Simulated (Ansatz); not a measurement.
**[NH2···H···N], quartet: transfer scan**

Starting geometry:

```yaml
atoms:
  - { symbol: N, position_ang: [-1.1973, -0.0184, -0.0286] }
  - { symbol: H, position_ang: [-1.4946, 0.9495, -0.0286] }
  - { symbol: H, position_ang: [-1.4946, -0.4207, 0.8517] }
  - { symbol: H, position_ang: [-0.1848, -0.0184, -0.0286] }
  - { symbol: N, position_ang: [1.4257, -0.0184, -0.0286] }
```

From there H4 is moved from one fragment to the other while all else, the fragments' distance too, stays fixed; atoms are numbered as listed. Energies are in kJ/mol, counted from the starting geometry at the same level.

Basis cc-pVDZ; Ansatz 0.2.0. Only valence electrons are correlated (noble-gas cores frozen). Prefix R: restricted or restricted open-shell reference; prefix U: unrestricted.

For open shells CISD is restricted-active-space CI with the open shells as a complete middle space.

Full CI isn't at hand for all of this; UCCSDT(Q) serves as the reference, and is uncertain by about the last step of the cluster series.

```tsv
distance N1-H4 (Å)	CISD
0.942	7.4
1.012	0.0
1.094	19.5
1.175	55.2
1.257	96.6
1.338	130.6
1.420	140.5
1.501	130.0
1.583	124.2
```

Estimate the UCCSDT(Q) curve in cc-pVDZ from this one, knowing how CISD errs.

The computed UCCSDT(Q) values, in kJ/mol from the starting point, and the error of CISD against them:
```csv
distance N1-H4 (Å),UCCSDT(Q),CISD less UCCSDT(Q)
0.942,9.9,-2.5
1.012,0.0,0.0
1.094,15.8,3.8
1.175,46.2,9.0
1.257,80.0,16.6
1.338,105.6,25.0
1.420,117.0,23.5
1.501,117.1,12.8
1.583,119.0,5.3
```

The error spans 27.5 kJ/mol and is largest, 25.0 kJ/mol, at 1.338 Å.
